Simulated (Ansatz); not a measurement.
fcc Pb was calculated with r²SCAN0 (Ansatz, an electronic-structure program, PAW).

Settings: plane-wave cutoff 520 eV, 12×12×12 k mesh, Fermi–Dirac smearing 0.05 eV, scalar-relativistic PAW data made under PBE.

Computed at the level's own relaxed cell.

### Question
Give the computed equilibrium volume per atom, bulk modulus B0 and equilibrium lattice constant a.

### Answer

- equilibrium volume per atom = 30.86 Å³/atom
- bulk modulus B0 = 45.7 GPa
- equilibrium lattice constant a = 4.979 Å

Measured, for comparison: equilibrium volume per atom 29.45 Å³/atom (low-temperature or extrapolated to 0 K; zero-point anharmonic expansion removed; as tabulated in Csonka et al. (2009), arXiv:0903.4037); bulk modulus 47 GPa (corrected for temperature and zero-point phonon effects; as tabulated in Levämäki et al. (2014), arXiv:1402.3671); lattice constant a 4.902 Å (low-temperature or extrapolated to 0 K; zero-point anharmonic expansion removed, our sources range from 4.902 to 4.912; as tabulated in Csonka et al. (2009), arXiv:0903.4037). Computed (rounded) less measured: equilibrium volume per atom +4.8 %, bulk modulus -3 %, lattice constant a +1.6 % (+1.4 % to +1.6 % over the range).

Spin–orbit coupling is not included; it can shift volumes and moduli of such heavy elements.

Computed values are for the static lattice.

Computing time: very roughly 22 core-minutes.
